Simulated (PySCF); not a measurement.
Two structures of SiN$_{2}$H$_{8}$, singlet, reached by relaxing down either side of one saddle point (PBE0-D4/def2-TZVP). Energies are electronic, without zero-point energy. PySCF 2.14 with density fitting (its default auxiliary sets; JK sets also for MP2 and CCSD(T)); basis: def2-TZVPP and def2-QZVPP; cores frozen in the correlated methods. Extrapolation: Hartree–Fock as exp(−7.88 √X), correlation as X^−2.97. First:

Si1  (-0.321, -0.855, -0.497)
N2  (1.216, -0.114, -0.663)
H3  (-0.890, -1.520, -1.707)
H4  (-0.088, -1.907, 0.536)
N5  (-1.464, 0.363, -0.131)
H6  (1.084, 1.276, 1.719)
H7  (0.958, 1.597, 2.384)
H8  (2.054, -0.642, -0.480)
H9  (1.371, 0.611, -1.344)
H10  (-1.368, 0.949, 0.683)
H11  (-2.423, 0.267, -0.418)
(Å)

Second:

```
11
angstrom
Si -0.6801 0.1311 0.1782
N 2.0842 -0.3768 -0.5608
H -0.6658 -0.2857 -1.2452
H -0.1670 -0.9797 1.0325
N -2.3321 0.5470 0.5085
H 2.7093 -0.1515 0.2029
H 0.0950 1.3664 0.4493
H 2.2276 -1.3518 -0.7928
H 2.3718 0.1719 -1.3614
H -2.5625 0.9818 1.3882
H -3.0602 -0.0968 0.2414
```

Question: Which bonds change from the first to the second?

Answer: SiN₂H₆ ([NH2][SiH2][NH2]) + H₂ → SiNH₅ ([NH2][SiH3]) + NH₃; bonds formed: Si1–H7, N2–H6; bonds broken: Si1–N2, H6–H7.

Question: Give the saddle point's structure and its height above each. (An estimate is asked for; the value comes from the calculation.)

Answer: The calculation gives: 2.056 eV above the first and 1.662 eV above the second (CCSD(T) at an estimated basis limit (MP2 extrapolated from triple and quadruple zeta, plus CCSD(T) − MP2 in triple zeta)).
Si1  (-0.261, -0.530, 0.203)
N2  (1.349, -0.027, -0.605)
H3  (-0.747, -1.497, -0.854)
H4  (0.088, -1.451, 1.315)
N5  (-1.538, 0.592, 0.093)
H6  (1.288, 0.604, 0.423)
H7  (0.543, 0.774, 1.288)
H8  (2.054, -0.739, -0.759)
H9  (1.237, 0.548, -1.432)
H10  (-1.628, 1.367, 0.727)
H11  (-2.384, 0.358, -0.400)
(Å)

T1 diagnostic: at most 0.011.

Labels in which every atom is bracketed show which atoms are joined, not bond orders.

For scale, one of the runs: CCSD(T)/def2-TZVPP, 216 basis functions, launched by `OMP_NUM_THREADS=4 python run.py`. Time: 8.5 min of wall clock on 4 CPU threads of an Arm Neoverse V1; the host was shared. Peak host memory: 3 GiB.
